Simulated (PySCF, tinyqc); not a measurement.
Inside a calculation. Method: MP2 on RHF in the sto-3g basis, frozen core, for LiH, spin multiplicity 1. The lowest restricted solution is unstable here: a spin-polarised one lies 0.0216 hartree lower (PySCF). Computed by tinyqc, a small Python program that keeps every step (integrals from PySCF). Settings: charge = 0, multiplicity = 1, basis = sto-3g, method = RHF, frozen orbitals = 1, energy threshold = 1e-10, iteration cap = 53, orthogonalisation = canonical, start = core, DIIS depth = 6. Command: `OMP_NUM_THREADS=1 python tinyqc.py 24998 24999 out.jsonl` (the two numbers bound the seeds that draw the settings). One thread of a shared host (Intel(R) Xeon(R) Processor @ 2.60GHz), about 0.1 s of CPU time with the checks. Later iterations appear only in the table of the cycle.

## One-electron integrals

Geometry (angstrom):
```
atom       x       y       z
Li    0.0000  0.0000  0.0000
H     0.0000  0.0000  2.4310
```

Basis sto-3g: exponents (1/bohr^2) and contraction coefficients of normalised primitives:
```
element  l (shell)  exponent  coefficient
Li           s (1)   16.1196       0.1543
Li           s (1)    2.9362       0.5353
Li           s (1)    0.7947       0.4446
Li           s (2)    0.6363      -0.1000
Li           s (2)    0.1479       0.3995
Li           s (2)    0.0481       0.7001
Li           p (3)    0.6363       0.1559
Li           p (3)    0.1479       0.6077
Li           p (3)    0.0481       0.3920
H            s (1)    3.4253       0.1543
H            s (1)    0.6239       0.5353
H            s (1)    0.1689       0.4446
```

Overlap, kinetic and nuclear-attraction integrals over the contracted functions; the nuclear repulsion is the sum of Za Zb / Rab.

nuclear repulsion = 0.653036 hartree

overlap S, lower triangle:
```
         1Li 1s  1Li 2s  1Li 2px  1Li 2py  1Li 2pz   2H 1s
1Li 1s   1.0000
1Li 2s   0.2411  1.0000
1Li 2px  0.0000  0.0000   1.0000
1Li 2py  0.0000  0.0000   0.0000   1.0000
1Li 2pz  0.0000  0.0000   0.0000   0.0000   1.0000
2H 1s    0.0098  0.2098   0.0000   0.0000   0.3128  1.0000
```

kinetic energy T (hartree), lower triangle:
```
          1Li 1s  1Li 2s  1Li 2px  1Li 2py  1Li 2pz   2H 1s
1Li 1s    3.5768
1Li 2s   -0.0202  0.1022
1Li 2px   0.0000  0.0000   0.3197
1Li 2py   0.0000  0.0000   0.0000   0.3197
1Li 2pz   0.0000  0.0000   0.0000   0.0000   0.3197
2H 1s    -0.0050  0.0054   0.0000   0.0000   0.0310  0.7600
```

nuclear attraction V (hartree), lower triangle:
```
          1Li 1s   1Li 2s  1Li 2px  1Li 2py  1Li 2pz    2H 1s
1Li 1s   -8.2006
1Li 2s   -1.0168  -1.4195
1Li 2px   0.0000   0.0000  -1.3914
1Li 2py   0.0000   0.0000   0.0000  -1.3914
1Li 2pz  -0.0070  -0.0762   0.0000   0.0000  -1.4465
2H 1s    -0.0383  -0.3091   0.0000   0.0000  -0.4652  -1.8796
```

core Hamiltonian H = T + V (hartree), lower triangle:
```
          1Li 1s   1Li 2s  1Li 2px  1Li 2py  1Li 2pz    2H 1s
1Li 1s   -4.6238
1Li 2s   -1.0371  -1.3173
1Li 2px   0.0000   0.0000  -1.0717
1Li 2py   0.0000   0.0000   0.0000  -1.0717
1Li 2pz  -0.0070  -0.0762   0.0000   0.0000  -1.1268
2H 1s    -0.0433  -0.3038   0.0000   0.0000  -0.4342  -1.1196
```

## Two-electron integrals

Functions are numbered as in S; the eight-fold symmetry (ij|kl) = (ji|kl) = (kl|ij) leaves the list below.

Two-electron integrals (ij|kl) in chemists' order, unique and non-zero (hartree):
```
(11|11) 1.6804     (21|11) 0.2654     (21|21) 0.0499     (22|11) 0.3977
(22|21) 0.0929     (22|22) 0.2906     (31|31) 0.0090     (32|31) 0.0138
(32|32) 0.0642     (33|11) 0.3966     (33|21) 0.0929     (33|22) 0.2905
(33|33) 0.3129     (41|41) 0.0090     (42|41) 0.0138     (42|42) 0.0642
(43|43) 0.0169     (44|11) 0.3966     (44|21) 0.0929     (44|22) 0.2905
(44|33) 0.2792     (44|44) 0.3129     (51|51) 0.0090     (52|51) 0.0138
(52|52) 0.0642     (53|53) 0.0169     (54|54) 0.0169     (55|11) 0.3966
(55|21) 0.0929     (55|22) 0.2905     (55|33) 0.2792     (55|44) 0.2792
(55|55) 0.3129     (61|11) 0.0100     (61|21) 0.0019     (61|22) 0.0037
(61|33) 0.0037     (61|44) 0.0037     (61|51) 2.74e-04   (61|52) 0.0005
(61|55) 0.0038     (61|61) 8.36e-05   (62|11) 0.0577     (62|21) 0.0138
(62|22) 0.0506     (62|33) 0.0476     (62|44) 0.0476     (62|51) 0.0020
(62|52) 0.0161     (62|55) 0.0566     (62|61) 0.0007     (62|62) 0.0196
(63|31) 0.0007     (63|32) 0.0040     (63|53) 0.0020     (63|63) 0.0009
(64|41) 0.0007     (64|42) 0.0040     (64|54) 0.0020     (64|64) 0.0009
(65|11) 0.0825     (65|21) 0.0198     (65|22) 0.0741     (65|33) 0.0691
(65|44) 0.0691     (65|51) 0.0031     (65|52) 0.0250     (65|55) 0.0841
(65|61) 0.0010     (65|62) 0.0304     (65|65) 0.0474     (66|11) 0.2177
(66|21) 0.0525     (66|22) 0.2104     (66|33) 0.1939     (66|44) 0.1939
(66|51) 0.0070     (66|52) 0.0725     (66|55) 0.2430     (66|61) 0.0025
(66|62) 0.1103     (66|65) 0.1744     (66|66) 0.7746
```

## Orthogonalisation

S = U s U^T; canonical form X = U s^(-1/2), so that X^T S X = 1. Each column of U has its largest component positive (the first on a tie).

eigenvalues of S: 0.5967  0.8109  1.0000  1.0000  1.1816  1.4109

X:
```
               1        2       3        4        5       6
1Li 1s    0.3714   0.7206  0.0000   0.0000   0.5802  0.2647
1Li 2s   -0.6550  -0.5517  0.0000   0.0000   0.4481  0.4293
1Li 2px   0.0000   0.0000  0.0354   0.9994   0.0000  0.0000
1Li 2py   0.0000   0.0000  0.9994  -0.0354   0.0000  0.0000
1Li 2pz  -0.6454   0.5477  0.0000   0.0000  -0.4807  0.4083
2H 1s     0.8322  -0.3311  0.0000   0.0000  -0.2790  0.5364
```

Within a degenerate level the vectors are fixed only up to a rotation; this is one choice.

## Starting guess

The start is the orbitals of the core Hamiltonian; D = 2 C_occ C_occ^T.

D at the start, lower triangle:
```
          1Li 1s  1Li 2s  1Li 2px  1Li 2py  1Li 2pz   2H 1s
1Li 1s    2.0608
1Li 2s   -0.2193  0.7541
1Li 2px   0.0000  0.0000   0.0000
1Li 2py   0.0000  0.0000   0.0000   0.0000
1Li 2pz  -0.1477  0.6577   0.0000   0.0000   0.5746
2H 1s    -0.0948  0.4564   0.0000   0.0000   0.3989  0.2770
```

## Iteration 1: building the Fock matrix

J_ij = sum D_kl (ij|kl), K_ij = sum D_kl (ik|jl); F = H + J - 0.5 K; E = tr D H + tr D J / 2 - 0.25 tr D K + E_nn.

Coulomb J (hartree), lower triangle:
```
         1Li 1s  1Li 2s  1Li 2px  1Li 2py  1Li 2pz   2H 1s
1Li 1s   4.0513
1Li 2s   0.6910  1.3279
1Li 2px  0.0000  0.0000   1.3078
1Li 2py  0.0000  0.0000   0.0000   1.3078
1Li 2pz  0.0217  0.1350   0.0000   0.0000   1.3609
2H 1s    0.0274  0.2767   0.0000   0.0000   0.4112  1.2711
```

exchange K (hartree), lower triangle:
```
         1Li 1s  1Li 2s  1Li 2px  1Li 2py  1Li 2pz   2H 1s
1Li 1s   3.3895
1Li 2s   0.5303  0.3801
1Li 2px  0.0000  0.0000   0.0759
1Li 2py  0.0000  0.0000   0.0000   0.0759
1Li 2pz  0.0147  0.2976   0.0000   0.0000   0.3431
2H 1s    0.0293  0.2806   0.0000   0.0000   0.3235  0.5357
```

Fock matrix F (hartree), lower triangle:
```
          1Li 1s   1Li 2s  1Li 2px  1Li 2py  1Li 2pz    2H 1s
1Li 1s   -2.2673
1Li 2s   -0.6112  -0.1795
1Li 2px   0.0000   0.0000   0.1981
1Li 2py   0.0000   0.0000   0.0000   0.1981
1Li 2pz   0.0074  -0.0901   0.0000   0.0000   0.0625
2H 1s    -0.0305  -0.1673   0.0000   0.0000  -0.1848  -0.1163
```

total energy of this density = -7.691893 hartree

## Iteration 1: diagonalisation and new density

Diagonalise F' = X^T F X, C = X C', fill 2 alpha and 2 beta electrons from the bottom; D = 2 C_occ C_occ^T. Each column has its largest component positive (the first on a tie).

F' = X^T F X (hartree), lower triangle:
```
         1        2       3       4        5        6
1   0.1354
2  -0.3475  -0.6594
3   0.0000   0.0000  0.1981
4   0.0000   0.0000  0.0000  0.1981
5  -0.3292  -0.9688  0.0000  0.0000  -1.0748
6  -0.1960  -0.4180  0.0000  0.0000  -0.5581  -0.5505
```

orbital energies (hartree): MO1 -2.2692, MO2 -0.2506, MO3 0.0980, MO4 0.1981, MO5 0.1981, MO6 0.2726

coefficients C:
```
             MO1      MO2      MO3     MO4      MO5      MO6
1Li 1s    0.9923  -0.1326  -0.2360  0.0000   0.0000  -0.0777
1Li 2s    0.0303   0.4576   0.8897  0.0000   0.0000   0.3412
1Li 2px   0.0000   0.0000   0.0000  0.8325  -0.5540   0.0000
1Li 2py   0.0000   0.0000   0.0000  0.5540   0.8325   0.0000
1Li 2pz  -0.0020   0.3533  -0.4344  0.0000   0.0000   0.8948
2H 1s     0.0000   0.6430  -0.3085  0.0000   0.0000  -0.8118
```

D after iteration 1, lower triangle:
```
          1Li 1s  1Li 2s  1Li 2px  1Li 2py  1Li 2pz   2H 1s
1Li 1s    2.0043
1Li 2s   -0.0613  0.4207
1Li 2px   0.0000  0.0000   0.0000
1Li 2py   0.0000  0.0000   0.0000   0.0000
1Li 2pz  -0.0976  0.3232   0.0000   0.0000   0.2497
2H 1s    -0.1706  0.5885   0.0000   0.0000   0.4544  0.8270
```

Within a degenerate level the vectors are fixed only up to a rotation; this is one choice.

## Iteration 8 (converged): orbitals

converged F (hartree), lower triangle:
```
          1Li 1s   1Li 2s  1Li 2px  1Li 2py  1Li 2pz    2H 1s
1Li 1s   -2.3721
1Li 2s   -0.6442  -0.2048
1Li 2px   0.0000   0.0000   0.1573
1Li 2py   0.0000   0.0000   0.0000   0.1573
1Li 2pz   0.0132  -0.0482   0.0000   0.0000   0.0779
2H 1s    -0.0270  -0.1706   0.0000   0.0000  -0.1705  -0.0629
```

As before.

F' = X^T F X (hartree), lower triangle:
```
         1        2       3       4        5        6
1   0.1925
2  -0.3721  -0.7136
3   0.0000   0.0000  0.1573
4   0.0000   0.0000  0.0000  0.1573
5  -0.3508  -0.9858  0.0000  0.0000  -1.1424
6  -0.2005  -0.4356  0.0000  0.0000  -0.6075  -0.5304
```

orbital energies (hartree): MO1 -2.3746, MO2 -0.2145, MO3 0.0664, MO4 0.1573, MO5 0.1573, MO6 0.3287

coefficients C:
```
             MO1      MO2      MO3     MO4      MO5      MO6
1Li 1s    0.9916  -0.1489  -0.2170  0.0000   0.0000   0.1071
1Li 2s    0.0329   0.5231   0.8005  0.0000   0.0000  -0.4504
1Li 2px   0.0000   0.0000   0.0000  0.8872  -0.4614   0.0000
1Li 2py   0.0000   0.0000   0.0000  0.4614   0.8872   0.0000
1Li 2pz  -0.0042   0.3130  -0.5712  0.0000   0.0000  -0.8307
2H 1s    -0.0020   0.6223  -0.2512  0.0000   0.0000   0.8470
```

D after iteration 8, lower triangle:
```
          1Li 1s  1Li 2s  1Li 2px  1Li 2py  1Li 2pz   2H 1s
1Li 1s    2.0108
1Li 2s   -0.0905  0.5493
1Li 2px   0.0000  0.0000   0.0000
1Li 2py   0.0000  0.0000   0.0000   0.0000
1Li 2pz  -0.1016  0.3271   0.0000   0.0000   0.1959
2H 1s    -0.1893  0.6508   0.0000   0.0000   0.3895  0.7745
```

Within a degenerate level the vectors are fixed only up to a rotation; this is one choice.

## Convergence

Stop when the energy changes by less than 1e-10 hartree and every element of the error matrix X^T (F D S - S D F) X is below 3e-06.

Course of the cycle:
```
iteration  E (hartree)     change  largest element of the error matrix
1            -7.691893          -                             2.16e-01
2            -7.777576  -8.57e-02                             2.25e-02
3            -7.779084  -1.51e-03                             8.49e-03
4            -7.779407  -3.22e-04                             3.74e-03
5            -7.779507  -1.01e-04                             1.32e-04
6            -7.779507  -4.80e-08                             2.70e-05
7            -7.779507  -5.99e-09                             4.58e-07
8            -7.779507  -1.80e-12                             5.55e-09
```

PySCF RHF in the same basis = -7.779507 hartree

Converged in 8 iterations.

## Populations, bond orders and dipole

Mulliken: Z minus the diagonal of D S on the atom; Loewdin: the same with S^(1/2) D S^(1/2); Mayer order: 2 sum_s sum (D(s) S)_ij (D(s) S)_ji over the two atoms.

Charges (e):
```
atom  Mulliken  Loewdin
1Li     0.0310   0.0282
2H     -0.0310  -0.0282
```

Mayer bond orders:
```
pair   order
2-1   0.9990
```

dipole moment about the origin, x y z (debye): 0.0000  0.0000  -5.1722

## Integrals over molecular orbitals

(pq|rs) = sum C_ip C_jq C_kr C_ls (ij|kl), one index at a time.

one-electron integrals over orbitals h = C^T H C (hartree), lower triangle:
```
         1        2        3        4        5        6
1  -4.6150
2   0.0960  -1.2285
3   0.1595   0.0017  -1.0791
4   0.0000   0.0000   0.0000  -1.0717
5   0.0000   0.0000   0.0000   0.0000  -1.0717
6  -0.0507   0.0646   0.0143   0.0000   0.0000  -1.0218
```

Two-electron integrals over orbitals (pq|rs), unique and non-zero (hartree); the lowest 1 orbital is frozen and left out:
```
(22|22) 0.4330    (32|22) -0.0676   (32|32) 0.0298    (33|22) 0.2125
(33|32) 0.0176    (33|33) 0.3201    (42|42) 0.0208    (43|42) 0.0213
(43|43) 0.0414    (44|22) 0.2335    (44|32) 0.0197    (44|33) 0.2770
(44|44) 0.3129    (52|52) 0.0208    (53|52) 0.0213    (53|53) 0.0414
(54|54) 0.0169    (55|22) 0.2335    (55|32) 0.0197    (55|33) 0.2770
(55|44) 0.2792    (55|55) 0.3129    (62|22) 0.1028    (62|32) -0.0529
(62|33) -0.0158   (62|44) -0.0436   (62|55) -0.0436   (62|62) 0.1322
(63|22) -0.0647   (63|32) 0.0251    (63|33) 0.0372    (63|44) 0.0121
(63|55) 0.0121    (63|62) -0.0448   (63|63) 0.0376    (64|42) -0.0174
(64|43) -0.0105   (64|64) 0.0184    (65|52) -0.0174   (65|53) -0.0105
(65|65) 0.0184    (66|22) 0.4010    (66|32) -0.0514   (66|33) 0.2401
(66|44) 0.2534    (66|55) 0.2534    (66|62) 0.0791    (66|63) -0.0474
(66|66) 0.3927
```

## Second-order Moller-Plesset energy

Hartree-Fock energy = -7.779507 hartree

E2 = sum_ijab (ia|jb) [2 (ia|jb) - (ib|ja)] / (e_i + e_j - e_a - e_b) over occupied i, j and virtual a, b; the opposite-spin part is (ia|jb)^2 / denominator, the rest is same-spin, and SCS-MP2 scales them by 6/5 and 1/3.

Terms:
```
i  j  a  b  (ia|jb)  (ib|ja)  denominator     term
2  2  6  6   0.1322   0.1322      -1.0864  -0.0161
2  2  3  6  -0.0529  -0.0529      -0.8242  -0.0034
2  2  6  3  -0.0529  -0.0529      -0.8242  -0.0034
2  2  3  3   0.0298   0.0298      -0.5619  -0.0016
2  2  4  4   0.0208   0.0208      -0.7435  -0.0006
2  2  5  5   0.0208   0.0208      -0.7435  -0.0006
```

Pair energies (hartree; pair i-j sums ij and ji):
```
pair  opposite spin  same spin
2-2         -0.0256          0
```

MP2 correlation energy = -0.025643 hartree

SCS-MP2 correlation energy = -0.030771 hartree

MP2 total energy = -7.805150 hartree
